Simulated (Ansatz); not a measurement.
# H3LiSSi (SMILES [Li][S][SiH3]): one structure at several levels

How do the functionals fare away from a minimum? The structure is a frame of a short trajectory.

Method: single points in def2-TZVPP; program: Ansatz 0.2.0, Gaussian basis.

Correlated methods freeze the cores. The outer core shell of Li, Na, Mg and K is correlated.

**1. The starting structure**

SMILES `[Li][S][SiH3]`, 6 atoms, charge 0, spin multiplicity 1.

Atoms are counted from 1 here; the program's logs count them from 0.

Bond lengths: Li1–S2 2.102 Å, S2–Si3 2.092 Å, Si3–H4 1.470 Å, Si3–H5 1.514 Å, Si3–H6 1.539 Å. Angles: Li1–S2–Si3 128.8°, S2–Si3–H4 112.7°, S2–Si3–H5 108.6°, S2–Si3–H6 107.5°, H4–Si3–H5 108.1°, H4–Si3–H6 103.7°, H5–Si3–H6 116.3°.

As a file:

```xyz
6

Li   -1.37560   -2.50179    1.05727
S    -1.24277   -0.70300   -0.02209
Si    0.39149    0.58733   -0.22578
H     1.57310   -0.07975   -0.79119
H     0.00047    1.71935   -1.15260
H     0.84332    0.98899    1.18988
```

**2. PBE-D4/def2-TZVPP**

File run/in.yaml:

```yaml
crystal:
  periodic: [false, false, false]
  atoms:
    - {symbol: Li, position_ang: [-1.375603, -2.501794, 1.057275]}
    - {symbol: S, position_ang: [-1.242768, -0.703003, -0.022088]}
    - {symbol: Si, position_ang: [0.391495, 0.587330, -0.225783]}
    - {symbol: H, position_ang: [1.573099, -0.079752, -0.791194]}
    - {symbol: H, position_ang: [0.000473, 1.719350, -1.152601]}
    - {symbol: H, position_ang: [0.843321, 0.988992, 1.189880]}
basis:
  gaussian: {orbitals: def2-TZVPP}
hamiltonian: {xc: pbe, dispersion: d4}
output: {forces: true}
```

Command:

```console
> ansatz run in.yaml --threads 2 --pin off --events-out ev --progress --plain --max-ram 3481MiB
```

**3. r2SCAN-D4/def2-TZVPP**

Edit run/in.yaml of step 2 so:

```diff
@@ -11,3 +11,3 @@
   gaussian: {orbitals: def2-TZVPP}
-hamiltonian: {xc: pbe, dispersion: d4}
+hamiltonian: {xc: r2scan, dispersion: d4}
 output: {forces: true}
```

**4. PBE0-D4/def2-TZVPP**

Edit run/in.yaml of step 3 so:

```diff
@@ -11,3 +11,3 @@
   gaussian: {orbitals: def2-TZVPP}
-hamiltonian: {xc: r2scan, dispersion: d4}
-output: {forces: true}
+hamiltonian: {xc: pbe0, dispersion: d4}
+output: {forces: true, orbitals: {seedname: orbitals}}
```

**5. wB97M-V/def2-TZVPP**

Edit run/in.yaml of step 4 so:

```diff
@@ -11,3 +11,3 @@
   gaussian: {orbitals: def2-TZVPP}
-hamiltonian: {xc: pbe0, dispersion: d4}
-output: {forces: true, orbitals: {seedname: orbitals}}
+hamiltonian: {xc: {name: wB97M-V}}
+output: {forces: true}
```

**6. CCSD(T)/def2-TZVPP**

Edit run/in.yaml of step 5 so:

```diff
@@ -11,3 +11,3 @@
   gaussian: {orbitals: def2-TZVPP}
-hamiltonian: {xc: {name: wB97M-V}}
+correlation: {method: ccsd_t}
 output: {forces: true}
```

(Steps that only read results are left out.)

Before running it: what results should come out? Wanted: energy less free atoms, CCSD(T)/def2-TZVPP; RMS force component; RMS force error; HOMO and LUMO, PBE0-D4; T1 diagnostic.

As calculated:

| quantity | value |
| --- | --- |
| energy less free atoms, CCSD(T)/def2-TZVPP | -1589.5 kJ/mol |
| RMS force component | 0.326 to 0.362 eV/Å over the methods |
| RMS force error | PBE-D4 0.123, r2SCAN-D4 0.057, PBE0-D4 0.069, wB97M-V 0.040 eV/Å |
| HOMO and LUMO, PBE0-D4 | -5.95 and -1.42 eV |
| T1 diagnostic | 0.010 |

**Reading.** Against CCSD(T) the functionals' energies less atoms differ by -64.4 to -21.6 kJ/mol, PBE-D4 by -26.8 kJ/mol. A larger basis would deepen the CCSD(T) value, while the functionals are nearly converged already, so the order here is not reliable. On forces the order runs from wB97M-V to PBE-D4. Frozen-core CCSD(T) forces in triple zeta carry basis errors of their own, and this is one geometry, so small gaps rank nothing.
